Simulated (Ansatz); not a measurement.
Geometry optimisation, UKS r2SCANh/cc-pVDZ in Ansatz 0.2.0.

The input (input.yaml):

```yaml
crystal:
  periodic: [false, false, false]
  atoms:
    - { symbol: Si, position_ang: [0.00032, 4.7e-05, -0.251986] }
    - { symbol: H, position_ang: [0.000308, 5.3e-05, 1.226469] }
    - { symbol: H, position_ang: [1.407355, 0.000194, -0.753488] }
    - { symbol: H, position_ang: [-0.703318, 1.218515, -0.753482] }
    - { symbol: H, position_ang: [-0.703066, -1.218568, -0.753469] }
    - { symbol: Si, position_ang: [-2.3e-05, -0.000157, 3.893157] }
    - { symbol: H, position_ang: [-0.771692, -1.201499, 4.329079] }
    - { symbol: H, position_ang: [1.426272, -0.067521, 4.328915] }
    - { symbol: H, position_ang: [-0.654757, 1.268937, 4.328404] }
magnetization:
  spin_polarized: true
  initial_magnetization: 1
basis:
  gaussian: { orbitals: cc-pVDZ }
hamiltonian:
  xc: r2scanh
relax:
  f_tol: 0.03
  max_steps: 50
```

Run as:

```bash
$ ansatz run input.yaml --threads 2 --pin off --max-ram 3072MiB --backend cpu --events-out ev --progress --plain --runs-dir out
```

Task: Where does it end, and by what steps?

Result: It converged. The force dipped under the threshold on the way, but the program's further checks kept it going. After 6 steps the energy has fallen by 0.059 eV; H8 moved furthest, 0.57 Å.

```json
{"step": "0", "energy less start (eV)": "0.0000", "largest force component (eV/Å)": "0.542", "accepted": "yes"}
{"step": "1", "energy less start (eV)": "-0.0411", "largest force component (eV/Å)": "0.034", "accepted": "yes"}
{"step": "2", "energy less start (eV)": "-0.0533", "largest force component (eV/Å)": "0.033", "accepted": "yes"}
{"step": "3", "energy less start (eV)": "-0.0573", "largest force component (eV/Å)": "0.013", "accepted": "yes"}
{"step": "4", "energy less start (eV)": "-0.0584", "largest force component (eV/Å)": "0.009", "accepted": "yes"}
{"step": "5", "energy less start (eV)": "-0.0586", "largest force component (eV/Å)": "0.004", "accepted": "yes"}
{"step": "6", "energy less start (eV)": "-0.0586", "largest force component (eV/Å)": "0.009", "accepted": "yes"}
```

```xyz
9
Properties=species:S:1:pos:R:3
Si -0.002 0.000 -0.686
H 0.003 0.000 0.808
H 1.405 0.000 -1.189
H -0.707 1.219 -1.183
H -0.707 -1.220 -1.182
Si 0.009 0.001 4.423
H -0.772 -1.201 4.846
H 1.425 -0.067 4.898
H -0.654 1.268 4.858
```

Whether the end is a true minimum wasn't checked by a vibrational analysis.

Time of the run: 22 s on 2 threads of Arm Neoverse V1 (shared host), peak memory 0.21 GiB.
